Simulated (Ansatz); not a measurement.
Relaxing Cd3C2

These are results of DFT PBE, scalar-relativistic, plane waves, PAW in Ansatz 0.2.0, not measurements. Cutoff 420 eV, Γ-centred k mesh, Gaussian smearing, no spin polarisation in the final step.

Cd3C2 was placed on the sites of a reported Th3Ga2 cell (P4/mbm, No. 127), with C in place of Ga, Cd in place of Th, at a guessed volume.

```
Cd C
1.0
     7.05835    0.00000    0.00000
     0.00000    7.05835    0.00000
     0.00000    0.00000    3.72681
Cd C
6 4
Cartesian
  0.0000 0.0000 0.0000
  3.5292 3.5292 0.0000
  1.2479 4.7771 1.8634
  2.2813 1.2479 1.8634
  5.8104 2.2813 1.8634
  4.7771 5.8104 1.8634
  2.7012 6.2304 0.0000
  0.8279 2.7012 0.0000
  4.3571 0.8279 0.0000
  6.2304 4.3571 0.0000
```

Cell and atoms relax at zero pressure; the relaxation can't lower the symmetry of the start. After a coarse first stage the cell is made exact in the group found at 0.06 Å.

Energies over the elements count from the elements' standard structures at the same level, with no empirical corrections.

(1) Describe the relaxed structure.

(2) What are its volume, energy, density and gap?

## Answers

(1) It keeps P4/mbm (No. 127), but not the shape of the type it started on. Conventional cell: a = 5.611 Å, c = 6.129 Å. Around Cd on Wyckoff site a (2 atoms of the primitive cell) lie 4 C at 2.40 Å; Cd on Wyckoff site h (4 atoms of the primitive cell) is coordinated by 5 Cd at 2.86–2.91 Å; around C lie 1 C at 1.28 Å.

```cif
data_structure
_symmetry_space_group_name_H-M 'P4/mbm'
_symmetry_Int_Tables_number 127
_cell_length_a 5.6106
_cell_length_b 5.6106
_cell_length_c 6.1293
_cell_angle_alpha 90.000
_cell_angle_beta 90.000
_cell_angle_gamma 90.000
_cell_volume 192.94
loop_
_atom_site_label
_atom_site_type_symbol
_atom_site_symmetry_multiplicity
_atom_site_Wyckoff_symbol
_atom_site_fract_x
_atom_site_fract_y
_atom_site_fract_z
_atom_site_occupancy
Cd1 Cd 2 a 0.00000 0.00000 0.00000 1
Cd2 Cd 4 h 0.18015 0.68015 0.50000 1
C1 C 4 g 0.41947 0.91947 0.00000 1
```

(2) The volume per atom is 19.29 Å³ and the density is 6.22 g/cm³. The energy over the elements is 0.83 eV/atom. The gap on the 8×8×6 mesh is 0 eV (a metal).

The final run used a 8×8×6 mesh on its 10-atom cell and 0.10 eV smearing. The k mesh leaves about 4 meV/atom of noise in metals. A structure relaxed within its symmetry needn't be a true minimum. The steps took roughly 18 core-minutes in all.